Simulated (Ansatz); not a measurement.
BH2O (`[BH]O`) radical, 4 atoms. The species carries charge 0 and has multiplicity 2. All runs use 2 threads of a server CPU on a shared host. Correlated methods freeze the cores. Open-shell runs search over several starts.

Q: Give the basis size and wall time and peak host memory of each of these runs in Ansatz. UHF-CCSD(T)/def2-TZVPP energy; UHF-CCSD(T)/cc-pV(T+d)Z energy; UKS PBE0-D4/def2-TZVP frequencies; UKS ωB97M-V/def2-SVP energy; UHF-CCSD(T)/cc-pV(D+d)Z energy; UHF-CCSD(T)/def2-QZVPP energy; UKS HSE06-D4/def2-TZVPP energy; UKS CAM-B3LYP-D4/def2-TZVPP energy; UKS PBE0-D4/def2-QZVPP energy; direct RPA on PBE orbitals/def2-TZVPP energy; UKS PBE0-D4/def2-TZVP relaxation (6 steps); UKS ωB97M-V/def2-QZVPP energy. (Best estimate.)

A: Computed: Other jobs shared the machine, so times are rough.

```json
{"level": "UHF-CCSD(T)/cc-pV(D+d)Z", "job": "energy", "functions": "38", "wall time": "0.55 s", "peak host memory (GiB)": "0.1"}
{"level": "UKS CAM-B3LYP-D4/def2-TZVPP", "job": "energy", "functions": "90", "wall time": "1.5 s", "peak host memory (GiB)": "0.12"}
{"level": "UKS HSE06-D4/def2-TZVPP", "job": "energy", "functions": "90", "wall time": "1.5 s", "peak host memory (GiB)": "0.12"}
{"level": "direct RPA on PBE orbitals/def2-TZVPP", "job": "energy", "functions": "90", "wall time": "1.6 s", "peak host memory (GiB)": "0.12"}
{"level": "UKS ωB97M-V/def2-SVP", "job": "energy", "functions": "38", "wall time": "2 s", "peak host memory (GiB)": "0.14"}
{"level": "UKS PBE0-D4/def2-QZVPP", "job": "energy", "functions": "174", "wall time": "2.6 s", "peak host memory (GiB)": "0.22"}
{"level": "UHF-CCSD(T)/cc-pV(T+d)Z", "job": "energy", "functions": "88", "wall time": "5.5 s", "peak host memory (GiB)": "0.45"}
{"level": "UHF-CCSD(T)/def2-TZVPP", "job": "energy", "functions": "90", "wall time": "6.5 s", "peak host memory (GiB)": "0.49"}
{"level": "UKS ωB97M-V/def2-QZVPP", "job": "energy", "functions": "174", "wall time": "7.5 s", "peak host memory (GiB)": "0.32"}
{"level": "UKS PBE0-D4/def2-TZVP", "job": "relaxation (6 steps)", "functions": "74", "wall time": "8 s", "peak host memory (GiB)": "0.11"}
{"level": "UKS PBE0-D4/def2-TZVP", "job": "frequencies", "functions": "74", "wall time": "18 s", "peak host memory (GiB)": "0.11"}
{"level": "UHF-CCSD(T)/def2-QZVPP", "job": "energy", "functions": "174", "wall time": "72 s", "peak host memory (GiB)": "3.8"}
```

HSE06 is defined as in plane-wave codes.
